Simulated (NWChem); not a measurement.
# C3H5Cl (SMILES C=CCCl): levels of theory compared

Wanted: a comparison of 6 runs (HF/def2-SVP, B3LYP/def2-SVP, M06-2X/def2-SVP, PBE0/def2-SVP, MP2/def2-SVP, CCSD(T)/def2-SVP) of C3H5Cl. 

Program for the calculation: NWChem 7.3.0.

3 further runs of the same task are left out: 3 that didn't finish.

### Step 1. The molecule

C3H5Cl: 9 atoms, total charge 0, spin state singlet. SMILES: `C=CCCl`. The C3–Cl4 distance was set to 3.231 Å, away from the relaxed value. At this shape a bond of the SMILES string is far longer than usual.

Bond lengths: C1–C2 1.325 Å, C2–C3 1.483 Å, C1–H5 1.083 Å, C1–H6 1.085 Å, C2–H7 1.087 Å, C3–H8 1.089 Å, C3–H9 1.090 Å. Angles: C1–C2–C3 123.4°, C1–C2–H7 120.5°, C3–C2–H7 116.1°, C2–C1–H5 121.5°, C2–C1–H6 121.4°, C2–C3–H8 111.7°, C2–C3–H9 111.8°, H5–C1–H6 117.1°, H8–C3–H9 109.3°.

### Step 2. The energy at HF/def2-SVP (run 1)

Contents of c3h5cl.xyz:

```xyz
9

C      0.083046     2.537917     0.203297
C      0.748606     1.394007     0.262757
C      0.458586     0.331217     1.255457
Cl    -0.392790    -2.419870    -0.209260
H      0.334156     3.301767    -0.522803
H     -0.737434     2.751347     0.881147
H      1.558816     1.191537    -0.432313
H     -0.361944     0.608737     1.915517
H      1.336136     0.085157     1.854197
```

Contents of run.py:

```python
from ase.io import read
from ase.calculators.nwchem import NWChem

atoms = read('c3h5cl.xyz')

calc = NWChem(
    label='c3h5cl',
    theory='scf',
    memory='2200 mb',
    basis='def2-SVP',
    basispar='spherical bse',
    scf={'nopen': '0', 'rhf': None, 'thresh': '1e-08', 'maxiter': '80'},
    task='energy',
)
atoms.calc = calc

print("Total energy (eV):", round(atoms.get_potential_energy(), 6))
print("dipole (e A):", atoms.get_dipole_moment().round(4))
```

Run with:

```console
$ export ASE_NWCHEM_COMMAND="nwchem PREFIX.nwi > PREFIX.nwo"
$ python run.py
```

Output:

```text
Total energy (eV): -15663.115497
dipole (e A): [0.4316 1.9137 0.6448]
```

The calculator wrote c3h5cl.nwi:

```
title "c3h5cl"

permanent_dir c3h5cl

scratch_dir c3h5cl

start c3h5cl

geometry units angstrom nocenter noautosym noautoz
  C  8.3045999999999995e-02 2.5379170000000002e+00 2.0329700000000001e-01
  C  7.4860599999999999e-01 1.3940070000000000e+00 2.6275700000000002e-01
  C  4.5858599999999999e-01 3.3121699999999998e-01 1.2554570000000000e+00
  Cl -3.9278999999999997e-01 -2.4198700000000000e+00 -2.0926000000000000e-01
  H  3.3415600000000001e-01 3.3017669999999999e+00 -5.2280300000000002e-01
  H  -7.3743400000000003e-01 2.7513470000000000e+00 8.8114700000000001e-01
  H  1.5588160000000000e+00 1.1915370000000001e+00 -4.3231300000000000e-01
  H  -3.6194399999999999e-01 6.0873699999999997e-01 1.9155169999999999e+00
  H  1.3361360000000000e+00 8.5156999999999997e-02 1.8541970000000001e+00
end

memory 2200 mb

basis spherical bse noprint
   * library def2-SVP
end

scf
  nopen 0
  rhf
  thresh 1e-08
  maxiter 80
end

task scf energy
```

c3h5cl.nwo:

```text
Northwest Computational Chemistry Package (NWChem) 7.3.0
             --------------------------------------------------------

           Job information
           ---------------

    nwchem branch   = 7.3.0
    use scalapack   = T
    input           = c3h5cl.nwi
    prefix          = c3h5cl.
    data base       = c3h5cl/c3h5cl.db
    status          = startup
    nproc           =        1

           Memory information
           ------------------

[... 5 lines left out ...]
    hardfail = no
[... 132 lines left out ...]
         Quadratically convergent ROHF
[... 15 lines left out ...]
       Final RHF  results
[... 4 lines left out ...]
      Two-electron energy =    330.099489808126
[... 39 lines left out ...]
                       ROHF Final Molecular Orbital Analysis
[... 200 lines left out ...]
       Multipole analysis of the density wrt the origin
       ------------------------------------------------

     L   x y z        total         open         nuclear
     -   - - -        -----         ----         -------
     0   0 0 0     -0.000000      0.000000     40.000000

     1   1 0 0      0.815528      0.000000      6.035271
[... 8 lines of this table left out ...]
     2   0 0 2    -20.285630      0.000000     68.591483

 Task  times  cpu:        8.4s     wall:        8.4s
 Total times  cpu:        8.4s     wall:        8.4s
```

It took 9.6 s on 1 thread of Intel Xeon 6975P-C (Granite Rapids), shared host; peak memory 0.096 GiB.

### Step 3. The energy at B3LYP/def2-SVP (run 2)

Contents of m1.xyz:

```xyz
9
C3H5Cl energy
C      0.083046     2.537917     0.203297
C      0.748606     1.394007     0.262757
C      0.458586     0.331217     1.255457
Cl    -0.392790    -2.419870    -0.209260
H      0.334156     3.301767    -0.522803
H     -0.737434     2.751347     0.881147
H      1.558816     1.191537    -0.432313
H     -0.361944     0.608737     1.915517
H      1.336136     0.085157     1.854197
```

Contents of run.py:

```python
from ase.io import read
from ase.calculators.nwchem import NWChem

molecule = read('m1.xyz')

calc = NWChem(
    label='m1',
    theory='dft',
    memory='2200 mb',
    basis='def2-SVP',
    basispar='spherical bse',
    dft={'xc': 'b3lyp', 'mult': '1', 'grid': 'xfine', 'convergence': 'energy 1e-08', 'iterations': '100', 'mulliken': None},
    task='energy',
)
molecule.calc = calc

print(f"energy = {molecule.get_potential_energy():.6f} eV")
print("dipole (e A):", molecule.get_dipole_moment().round(4))
```

Run with:

```console
$ export ASE_NWCHEM_COMMAND="nwchem PREFIX.nwi > PREFIX.nwo"
$ python run.py
```

Output:

```text
energy = -15705.560344 eV
dipole (e A): [0.2978 1.2846 0.3678]
```

The calculator wrote m1.nwi:

```
title "m1"

permanent_dir m1

scratch_dir m1

start m1

geometry units angstrom nocenter noautosym noautoz
  C  8.3045999999999995e-02 2.5379170000000002e+00 2.0329700000000001e-01
  C  7.4860599999999999e-01 1.3940070000000000e+00 2.6275700000000002e-01
  C  4.5858599999999999e-01 3.3121699999999998e-01 1.2554570000000000e+00
  Cl -3.9278999999999997e-01 -2.4198700000000000e+00 -2.0926000000000000e-01
  H  3.3415600000000001e-01 3.3017669999999999e+00 -5.2280300000000002e-01
  H  -7.3743400000000003e-01 2.7513470000000000e+00 8.8114700000000001e-01
  H  1.5588160000000000e+00 1.1915370000000001e+00 -4.3231300000000000e-01
  H  -3.6194399999999999e-01 6.0873699999999997e-01 1.9155169999999999e+00
  H  1.3361360000000000e+00 8.5156999999999997e-02 1.8541970000000001e+00
end

memory 2200 mb

basis spherical bse noprint
   * library def2-SVP
end

dft
  xc b3lyp
  mult 1
  grid xfine
  convergence energy 1e-08
  iterations 100
  mulliken
end

task dft energy
```

m1.nwo:

```text
Northwest Computational Chemistry Package (NWChem) 7.3.0
             --------------------------------------------------------

           Job information
           ---------------

    nwchem branch   = 7.3.0
    use scalapack   = T
    input           = m1.nwi
    prefix          = m1.
    data base       = m1/m1.db
    status          = startup
    nproc           =        1

           Memory information
           ------------------

[... 5 lines left out ...]
    hardfail = no
[... 121 lines left out ...]
          Convergence on energy requested:  1.00D-08
[... 26 lines left out ...]
          Convergence Information
[... 30 lines left out ...]
 1-e energy   =   -1018.466155
[... 50 lines left out ...]
      One electron energy =    -1022.163867770247
[... 8 lines left out ...]
                       DFT Final Molecular Orbital Analysis
[... 636 lines left out ...]
     Multipole analysis of the density
     ---------------------------------

     L   x y z        total         alpha         beta         nuclear
     -   - - -        -----         -----         ----         -------
     0   0 0 0     -0.000000    -20.000000    -20.000000     40.000000

     1   1 0 0      0.562699     -2.736286     -2.736286      6.035271
[... 8 lines of this table left out ...]
     2   0 0 2    -21.221703    -44.906593    -44.906593     68.591483

 Task  times  cpu:      170.3s     wall:      170.3s
 Total times  cpu:      170.3s     wall:      170.3s
```

Wall time 2.9 min (1 thread of Intel Xeon 6975P-C (Granite Rapids), shared host); peak memory 0.14 GiB.

Runs 3 to 5 aren't shown in full; the table further down has their settings and results.

### Step 4. The energy at CCSD(T)/def2-SVP (run 6)

Contents of sp.nw:

```
start sp
memory 2200 mb
charge 0
geometry units angstroms noautosym nocenter noautoz
 C        0.083046       2.537917       0.203297
 C        0.748606       1.394007       0.262757
 C        0.458586       0.331217       1.255457
 Cl      -0.392790      -2.419870      -0.209260
 H        0.334156       3.301767      -0.522803
 H       -0.737434       2.751347       0.881147
 H        1.558816       1.191537      -0.432313
 H       -0.361944       0.608737       1.915517
 H        1.336136       0.085157       1.854197
end
basis spherical bse
 * library def2-SVP
end
scf
 nopen 0
 rhf
 thresh 1e-08
 maxiter 80
end
ccsd
 freeze core 8
 maxiter 60
end
task ccsd(t)
```

Run with:

```console
$ nwchem sp.nw > sp.out
```

Output:

```text
[...]
  functions       =    85
[...]
  wavefunction    = RHF
[...]
         Total SCF energy =   -575.608882370259
      One-electron energy =  -1021.757310310320
      Two-electron energy =    330.099489807951
 Nuclear repulsion energy =    116.048938132110
        Time for solution =      7.3s
[...]
 Total MP2 energy:           -576.152934182969148
[...]
             energy      energy      error      ampl     ampl      Block
                                                time     time      time
[...]
 Total CCSD energy:           -576.216058344191538
[...]
 Total CCSD+T(CCSD) energy:           -576.269969047761265
[...]
 Total CCSD(T) energy:                -576.261486945792285
[...]
```

It took 2.1 min on 1 thread of Intel Xeon 6975P-C (Granite Rapids), shared host; peak memory 0.24 GiB.

### Step 5. All runs side by side

```csv
run,level,iteration cap,module,energy (Eh),dipole moment (D),HOMO energy (eV),LUMO energy (eV),wall time
1,HF/def2-SVP,80,scf,-575.608882,9.92,-8.48,-1.58,9.6 s
2,B3LYP/def2-SVP,100,dft,-577.168702,6.58,-6.55,-4.77,2.9 min
3,M06-2X/def2-SVP,100,dft,-577.049422,7.14,-7.99,-4.05,2.4 min
4,PBE0/def2-SVP,100,dft,-576.842822,6.86,–,–,2.6 min
5,MP2/def2-SVP,80,mp2,-576.152934,–,-8.48,-1.58,9.6 s
6,CCSD(T)/def2-SVP,80,ccsd(t),-576.261487,–,-8.48,-1.58,2.1 min
```

### Step 6. Outcome

| quantity | value |
| --- | --- |
| run 6: total energy | -576.26149 Eh |
| run 6: HOMO energy (Hartree–Fock orbitals) | -8.48 eV |
| run 6: LUMO energy (Hartree–Fock orbitals) | -1.58 eV |
| run 6: HOMO–LUMO gap (Hartree–Fock orbitals) | 6.90 eV |
| run 6: correlation energy (8 core orbitals frozen) | -652.6 mEh |
| run 6: (T) correction | -45.43 mEh |

In words: Below the HF energy at the same shape and in the same basis (def2-SVP): MP2 -544.1 mEh; CCSD(T) -652.6 mEh. Over runs 1, 2, 3, 4 the dipole moment (its size) runs from 6.58 D (B3LYP/def2-SVP) to 9.92 D (HF/def2-SVP). Over runs 1, 2, 3 the HOMO–LUMO gap runs from 1.78 eV (B3LYP/def2-SVP) to 6.90 eV (HF/def2-SVP). Exact exchange widens orbital gaps. Totals of different functionals can't be ranked against each other. In runs 1, 2, 3, 4, 5, 6 a closed-shell determinant meets a far-stretched bond, which it describes badly. All runs together took 10 min, the longest 2.9 min.
